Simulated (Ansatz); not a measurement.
input.yaml (Ansatz)

```yaml
crystal:
  lattice:
    - [3.8006778679, 0.0, 0.0]
    - [-1.9003389339, 3.2914835852, 0.0]
    - [0.0, 0.0, 6.1453989827]
  atoms:
    - { symbol: Ho, position: [0.3333333333, 0.6666666667, 0.25], spin: 3.54 }
    - { symbol: Ho, position: [0.6666666667, 0.3333333333, 0.75], spin: -3.54 }
hamiltonian:
  xc: pbe
  pseudopotentials:
    kind: paw
    azcp:
      Ho: "pseudopotentials/Ho.paw.azcp"
basis:
  ecutwfc: 420
  fft_grid_basis: typed
kpoints:
  mp_grid: { grid: [13, 13, 7], shift: [0, 0, 0] }
magnetization:
  spin_polarized: true
scf:
  occupations: { method: fermi_dirac, width: 0.05 }
output:
  stress: true
```

Output

```
Engine: ansatz 0.2.0, x86_64-unknown-linux-gnu
Pseudopotentials: kind: paw
Pseudopotential: Ho, paw, valence charge 21, recommended cutoff 420 eV (normal) 
Functional definition: PBE
  parameter kappa = 0.804
  parameter beta = 0.06672455060314922
  exchange = pbe_x(kappa = kappa, mu = beta*pi^2/3)
  correlation = pbe_c(beta = beta)
Crystal: 2 atoms, lattice volume = 76.878 Å³
Basis set: ecut = 420 eV, 1509 PW (Γ)
Bands: 30, of which v1, the nominal top of the filled ones, is band 21 counted from 1 (20 counted from 0)
Symmetry: 12 space group operations
Space group: P-6m2 (ITA 187), of the structure as read, at distance tolerance 4.3e-5 Å
Magnetic group: BNS 194.267 (UNI 1497), of the structure as read, at distance tolerance 4.3e-5 Å
k-points: 84 of 1183 (time reversal used)
Non-local potential: Ho, projectors of the file, l = 0: 3, l = 1: 2, l = 2: 2, l = 3: 3
PAW form: soft (Blöchl's): semilocal exchange-correlation on the pseudo side does not see the compensation charge
PAW one-centre angular grid: Ho, 590 points (default); XC on 64 Gauss nodes
Initial density: superposition of atomic densities (chi_scale 0.1, normalization cell)
Starting moments: Σ|m| = 7.08 μB on 2 of 2 sites
Starting magnetic order: antiferromagnet; an inversion exchanges its spin sublattices: spin-degenerate at every k-point
Initial wavefunctions: pseudopotential atomic-orbital guess
Functional: x = pbe(κ = 0.804, μ = 0.2195149727645171), c = pbe(β = 0.06672455060314922)
SCF iter   1: F=—  HF=-22637.219040 eV  |F-HF|=—  |Δ(HF+E_count)|=         —  Δρ=9.71e-3 (↑9.71e-3 ↓9.71e-3)  dr2=1.80e-1  dr2_m=3.20e-2  M=0.000 μB ∫|m|=7.163 μB  β_m=0.30  ethr=3.10e-3  ⟨swp⟩=5.4  Hψ=18854  notcnv=0
Mixer restart at iter 1: flushing history
spin=Collinear: Kerker preconditioning applied to the charge; magnetization (m = ρ↑ − ρ↓) channel mixes plain (no charge-response kernel on spin).
SCF iter   2: F=—  HF=-22637.115585 eV  |F-HF|=—  |Δ(HF+E_count)|=   1.03e-1  Δρ=6.42e-3 (↑6.42e-3 ↓6.42e-3)  dr2=8.40e-2  dr2_m=1.61e-2  M=0.000 μB ∫|m|=7.159 μB  β_m=0.63  ethr=4.29e-4  ⟨swp⟩=3.4  Hψ=10034  notcnv=0  defer=20
SCF iter   3: F=—  HF=-22637.203065 eV  |F-HF|=—  |Δ(HF+E_count)|=   8.75e-2  Δρ=4.35e-3 (↑4.35e-3 ↓4.35e-3)  dr2=5.81e-2  dr2_m=8.79e-4  M=-0.000 μB ∫|m|=7.181 μB  β_m=0.51  ethr=2.00e-4  ⟨swp⟩=3.0  Hψ=9398  notcnv=0  defer=20
SCF iter   4: F=—  HF=-22637.130564 eV  |F-HF|=—  |Δ(HF+E_count)|=   7.25e-2  Δρ=1.47e-3 (↑1.47e-3 ↓1.47e-3)  dr2=5.08e-3  dr2_m=3.26e-4  M=-0.000 μB ∫|m|=7.161 μB  β_m=0.75  ethr=1.38e-4  ⟨swp⟩=3.0  Hψ=10400  notcnv=0  defer=20
SCF iter   5: F=—  HF=-22637.126979 eV  |F-HF|=—  |Δ(HF+E_count)|=         —  Δρ=1.63e-2 (↑1.63e-2 ↓1.63e-2)  dr2=5.64e-2  dr2_m=9.34e-2  M=-0.000 μB ∫|m|=7.117 μB  β_m=0.75  ethr=1.21e-5  ⟨swp⟩=2.0  Hψ=10678  notcnv=0  defer=20
Mixer restart at iter 5: flushing history
SCF iter   6: F=—  HF=-22638.260834 eV  |F-HF|=—  |Δ(HF+E_count)|=         —  Δρ=1.18e-2 (↑1.18e-2 ↓1.17e-2)  dr2=1.20e-1  dr2_m=5.46e-2  M=0.001 μB ∫|m|=6.926 μB  β_m=0.75  ethr=1.21e-5  ⟨swp⟩=3.6  Hψ=13236  notcnv=0  defer=38
Mixer restart at iter 6: flushing history
SCF iter   7: F=—  HF=-22638.406053 eV  |F-HF|=—  |Δ(HF+E_count)|=         —  Δρ=6.00e-3 (↑6.00e-3 ↓5.98e-3)  dr2=6.63e-2  dr2_m=8.52e-4  M=0.000 μB ∫|m|=7.012 μB  β_m=0.75  ethr=1.21e-5  ⟨swp⟩=6.1  Hψ=20146  notcnv=0  defer=30
Mixer restart at iter 7: flushing history
SCF iter   8: F=—  HF=-22638.520589 eV  |F-HF|=—  |Δ(HF+E_count)|=   1.15e-1  Δρ=9.10e-3 (↑9.10e-3 ↓9.08e-3)  dr2=1.80e-1  dr2_m=1.17e-3  M=0.000 μB ∫|m|=6.956 μB  β_m=0.52  ethr=1.21e-5  ⟨swp⟩=5.3  Hψ=21619  notcnv=0  defer=30  recentre
SCF iter   9: F=—  HF=-22638.364677 eV  |F-HF|=—  |Δ(HF+E_count)|=   1.56e-1  Δρ=9.37e-4 (↑9.37e-4 ↓9.25e-4)  dr2=9.25e-4  dr2_m=1.32e-4  M=0.000 μB ∫|m|=7.002 μB  β_m=0.74  ethr=1.21e-5  ⟨swp⟩=6.6  Hψ=23083  notcnv=0  defer=30
SCF iter  10: F=—  HF=-22638.368046 eV  |F-HF|=—  |Δ(HF+E_count)|=   3.37e-3  Δρ=9.66e-4 (↑9.66e-4 ↓9.58e-4)  dr2=1.31e-3  dr2_m=2.34e-4  M=0.000 μB ∫|m|=7.022 μB  β_m=0.87  ethr=2.20e-6  ⟨swp⟩=2.1  Hψ=10291  notcnv=0  defer=30
Error: SIGTERM received: cancelled by the caller after 10 completed SCF iterations
```

The calculation hadn't finished when its time ran out.

Open f shells have many self-consistent states, so the state found may not be the lowest.
